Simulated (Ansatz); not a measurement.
This script makes the interaction energy of a dimer with the counterpoise correction of P₂ with Ansatz's Python interface.

Script `p2_dimer.py`:
```python
"""Binding of a P2 dimer at a trial geometry."""

import logging
import sys

import ansatz

logging.basicConfig(stream=sys.stdout, format="%(name)s: %(message)s")
logger = logging.getLogger("p2")
logger.setLevel(logging.INFO)

FIRST = [
    ("P", (0.0, 0.0, -1.065)),
    ("P", (0.0, 0.0, 1.065)),
]
SECOND = [
    ("P", (2.2384, 2.7016, -3.7847)),
    ("P", (0.7979, 3.2862, -2.3287)),
]

def energy(atoms, ghosts=()):
    molecule = ansatz.Crystal.molecule()
    for symbol, xyz in atoms:
        molecule = molecule.atom(symbol, xyz)
    calc = (
        molecule.calculation()
        .basis(gaussian="cc-pVDZ")
        .correlation("MP2")
    )
    deck = calc.input()
    if ghosts:
        deck = deck.set(ansatz.key.basis.gaussian.ghost_atoms, [{"symbol": s, "position_ang": list(xyz)} for s, xyz in ghosts])
    return ansatz.Session.from_dict(deck).plan().execute().report["free_energy_ev"]

# ghost atoms carry the functions of the partner
both = energy(FIRST + SECOND)
alone = energy(FIRST) + energy(SECOND)
ghosted = energy(FIRST, SECOND) + energy(SECOND, FIRST)
logger.info(f"dimer {both:.6f} eV")
logger.info(f"interaction, uncorrected   {(both - alone):8.3f} eV")
logger.info(f"interaction, counterpoise  {(both - ghosted):8.3f} eV")
logger.info(f"basis-set superposition    {(alone - ghosted):8.3f} eV")
```

How large is the interaction at this pose, and how much of it is basis-set superposition?

Uncorrected it is -0.043 eV, with the counterpoise correction -0.010 eV; the difference, 0.03 eV, is the superposition error.

The run itself:

`python p2_dimer.py` gives:
```text
p2: dimer -37099.033318 eV
p2: interaction, uncorrected     -0.043 eV
p2: interaction, counterpoise    -0.010 eV
p2: basis-set superposition       0.034 eV
```

What to keep in mind:
- Total energies depend on the basis set; only differences at equal settings carry meaning.
- The dimer is a generated trial pose of unrelaxed monomers, not a minimum, so the figure is no binding energy, and the basis set is small.
- The spin state was assumed, and another may lie lower.
- The whole script took 5.6 s on 1 thread of Arm Neoverse V1, with other jobs on the host, peak memory 0.21 GiB.

(Lines on the test bed's own set-up are left out of the output.)
